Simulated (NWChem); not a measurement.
# AlH2O (SMILES [O][AlH2]): UPBE0/SBKJC-VDZ (core potential)

Aim: the vertical ionisation energy of AlH2O at UPBE0/SBKJC-VDZ (core potential), from 2 runs. 

The results are computed with NWChem 7.3.0.

### Step 1. The structure to begin with

AlH2O has 4 atoms, charge 0, and is taken as a doublet. As SMILES, `[O][AlH2]`. The shape is that of a PBE0-D4/def2-TZVP optimisation.

Bond lengths: O1–Al2 1.727 Å, Al2–H3 1.578 Å, Al2–H4 1.578 Å. Angles: O1–Al2–H3 115.8°, O1–Al2–H4 115.8°, H3–Al2–H4 128.3°.

### Step 2. The energy at UPBE0/SBKJC-VDZ (core potential)

a.nw

```
start a
title "AlH2O"
memory 2200 mb

geometry units bohr noautosym nocenter noautoz
  O      0.11829686    -1.61817248     2.64826219
  Al     0.02135391     0.05650281    -0.15193398
  H     -2.17242915    -0.68181319    -2.03334531
  H      2.13746922     2.12934340    -0.50134434
end

basis "ao basis" spherical bse
  O library SBKJC-VDZ
  Al library SBKJC-VDZ
  H library SBKJC-VDZ
end

ecp bse
  O library SBKJC-VDZ
  Al library SBKJC-VDZ
end

dft
  xc pbe0
  mult 2
  grid fine
  convergence energy 1e-08
  maxiter 100
  mulliken
  print low
end

task dft energy
```

Started as:

```sh
$ nwchem a.nw > a.out
```

What it wrote:

```text
[...]
 d= 0,ls=0.0,diis     1    -18.7237358115 -2.87D+01  1.61D-01  3.18D-01     0.2
[...]
 d= 0,ls=0.0,diis    11    -19.0549435089 -3.94D-09  1.17D-06  1.55D-10     1.6
[...]
         Total DFT energy =      -19.054943508889
      One electron energy =      -50.103976472961
           Coulomb energy =       25.930618334498
    Exchange-Corr. energy =       -4.859852090785
 Nuclear repulsion energy =        9.978266720358
[...]
      Total Density - Mulliken Population Analysis
     ---------------------------------------------
    Atom       Charge   Shell Charges
 -----------   ------   -------------------------------------------------------
    1 O    6     6.46   1.45  3.36  0.49  1.16
    2 Al   3     2.32   1.00  1.18  0.07  0.07
    3 H    1     1.11   0.40  0.71
    4 H    1     1.11   0.40  0.71
[...]
      <S2> =      0.7550 (Exact =     0.7500)
[...]
```

It took 2.1 s on 1 thread of Intel Xeon 6975P-C (Granite Rapids), shared host; peak memory 0.11 GiB.

### Step 3. The singlet cation at the same level

alh2o.nw

```
start alh2o
memory stack 880 mb heap 220 mb global 1100 mb
charge 1
geometry units angstroms noautosym nocenter noautoz
   O      0.062600    -0.856300     1.401400
   Al     0.011300     0.029900    -0.080400
   H     -1.149600    -0.360800    -1.076000
   H      1.131100     1.126800    -0.265300
end
basis "ao basis" spherical bse
   * library SBKJC-VDZ
end
ecp bse
   O library SBKJC-VDZ
   Al library SBKJC-VDZ
end
dft
   xc pbe0
   grid fine
   convergence energy 1e-08
   maxiter 100
   mulliken
   noprint "final vectors analysis"
end
task dft energy
```

Started as:

```sh
$ nwchem alh2o.nw > alh2o.out
```

What it wrote:

```text
[...]
          Wavefunction type:  closed shell.
          No. of atoms     :     4
          No. of electrons :    10
[...]
          Charge           :     1
          Spin multiplicity:     1
[...]
          AO basis - number of functions:    20
[...]
              XC Information
              --------------
                         PBE0 Method XC Functional
                     Hartree-Fock (Exact) Exchange  0.250
          PerdewBurkeErnzerhof Exchange Functional  0.750
            Perdew 1991 LDA Correlation Functional  1.000 local
           PerdewBurkeErnz. Correlation Functional  1.000 non-local
[...]
 d= 0,ls=0.0,diis     1    -17.6659524664 -2.76D+01  3.23D-01  4.20D+00     0.2
[...]
 d= 0,ls=0.0,diis    13    -18.5963007034 -3.83D-10  8.06D-07  7.82D-10     1.1
         Total DFT energy =      -18.596300703448
      One electron energy =      -46.853821006568
           Coulomb energy =       22.727366812394
    Exchange-Corr. energy =       -4.448113944673
 Nuclear repulsion energy =        9.978267435399
[...]
      Total Density - Mulliken Population Analysis
     ---------------------------------------------
    Atom       Charge   Shell Charges
 -----------   ------   -------------------------------------------------------
    1 O    6     6.16   1.49  3.25  0.48  0.95
    2 Al   3     2.11   0.99  1.17 -0.01 -0.04
    3 H    1     0.87   0.36  0.51
    4 H    1     0.87   0.36  0.51
[...]
```

Wall time 1.7 s (1 thread of Intel Xeon 6975P-C (Granite Rapids), shared host); peak memory 0.11 GiB.

### Step 4. What came out

At UPBE0/SBKJC-VDZ (core potential):

```
                                          quantity         value
                       doublet AlH2O: total energy  -19.05494 Eh
                               doublet AlH2O: ⟨S²⟩         0.755
                      singlet cation: total energy  -18.59630 Eh
vertical ionisation energy (to the singlet cation)     12.480 eV
```

What this shows: Removing an electron at fixed nuclei costs 12.48 eV (1204 kJ/mol). Only the singlet of the ionised species was computed; a triplet could lie lower. Mulliken charges (doublet AlH2O) run from -0.46 on O1 to +0.68 on Al2; they depend strongly on the basis. Mulliken charges (singlet cation) run from -0.16 on O1 to +0.89 on Al2.
